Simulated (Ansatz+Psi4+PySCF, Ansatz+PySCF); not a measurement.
Two shapes of doublet NO2.

Shape 1:

```xyz
3

N    -0.0073   -0.0026    0.3386
O     0.0070    1.1236   -0.1408
O    -0.0083   -1.1149   -0.1408
```

Shape 2:

```xyz
3

N     0.0000    0.0000    0.3192
O     0.0000    1.0721   -0.1388
O     0.0000   -1.0721   -0.1388
```

Basis set: cc-pVTZ (spherical functions). Correlated methods keep 3 orbitals frozen. Correlation on ROHF uses semicanonical orbitals with singles. Charge 0, multiplicity 2.

Computed with Ansatz (development build ahead of 0.2.0) and Psi4 1.11 and PySCF 2.14.0; each method stands on the lowest determinant of its kind that the runs found.

**Question.** Which shape is lower in energy, and by how much in each method?

**Answer.**

```csv
method,E(2) − E(1) (eV)
ROHF,-0.391
UHF,-0.333
ROHF-MP2,0.123
ROHF-CCSD(T),0.074
UHF-CCSD(T),0.029
```

The methods disagree on the order. Caution for UHF, UHF-CCSD(T): the unrestricted determinant is spin contaminated. Caution for UHF-CCSD(T): large amplitudes, a single reference is doubtful.
